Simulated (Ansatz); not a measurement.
[Cl···H···F], doublet: transfer scan

Starting geometry:

```xyz
3

Cl    0.0000    0.0000   -1.2426
H     0.0000    0.0000    0.0362
F     0.0000    0.0000    1.2064
```

From there H2 is moved from one fragment to the other while all else, the fragments' distance too, stays fixed; atoms are numbered as listed. Energies are in kJ/mol, counted from the starting geometry at the same level. Kohn–Sham curves are unrestricted where that lies lower.

Basis cc-pVDZ; Ansatz 0.2.0. Correlated methods freeze the noble-gas cores. Prefix R: restricted or restricted open-shell reference; prefix U: unrestricted.

Coupled cluster chose its determinant by trial CCSD, here up to 0.13 eV above the lowest Hartree–Fock solution of its kind. A value is left out where its run failed or describes another state than the reference as far as symmetry and spin tell, or, spin-broken singlets apart, can't be checked. The reference follows the lowest state, whose symmetry changes from Σ⁺ or Δ to Π between 1.510 and 1.549.

In so small a basis the reference is far from its limit while semilocal and hybrid functionals are nearer theirs (RPA and double hybrids share much of the reference's basis error), so the functionals' errors here hold much of the reference's basis and frozen-core error, which can add to them or hide them.

Full CI isn't at hand for all of this; UCCSDT(Q) serves as the reference, and is uncertain by about the last step of the cluster series.

```tsv
distance Cl1-H2 (Å)	UCCSDT(Q)	BHLYP	CAM-B3LYP	wB97M-V	B2PLYP
1.189	33.1	29.4	39.4	37.6	37.3
1.279	0.0	0.0	0.0	0.0	0.0
1.317	-11.9	-9.5	-12.7	-12.3	-12.7
1.356	-24.6	-19.4	-24.6	-24.0	-25.1
1.395	-38.0	-30.1	-35.8	-35.3	-37.3
1.433	-51.1	-40.9	-45.7	-45.4	-48.3
1.472	-63.2	-51.2	-53.9	-53.8	-57.7
1.510	-71.6	-58.6	-58.3	-58.6	-63.3
1.549	-77.5	–	–	–	-60.1
```
